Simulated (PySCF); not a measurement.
Working out the ionisation energy of C

C [He] 2s2 2p2 (3P) → C⁺ [He] 2s2 2p1 (2P). Computed with PySCF 2.14 in def2-QZVPPD, with the non-relativistic Hamiltonian (point nucleus). Frozen: nothing. Energies in hartree (1 hartree = 27.21139 eV):

```csv
part,C (lower),C⁺ (upper)
UHF,-37.693649,-37.296724
MP2 opposite-spin,-0.077009,-0.068831
MP2 same-spin,-0.015221,-0.005121
```

**Question.** What does Hartree-Fock give?

**Answer.** (-37.296724) − (-37.693649) = 0.396925 hartree = 10.801 eV.

**Question.** What do MP2 and SCS-MP2 (6/5 opposite-spin, 1/3 same-spin) give?

**Answer.** The opposite-spin parts differ by 0.223 eV and the same-spin parts by 0.275 eV. MP2: 10.801 + (0.223) + (0.275) = 11.299 eV. SCS-MP2: 10.801 + 1.2 × (0.223) + (0.275)/3 = 11.160 eV.

Measured between the centres of the two terms (NIST): 11.262 eV, so MP2 (valence and next inner shell) is off by 0.037 eV.

What remains against the reference includes basis incompleteness and correlation beyond second order.
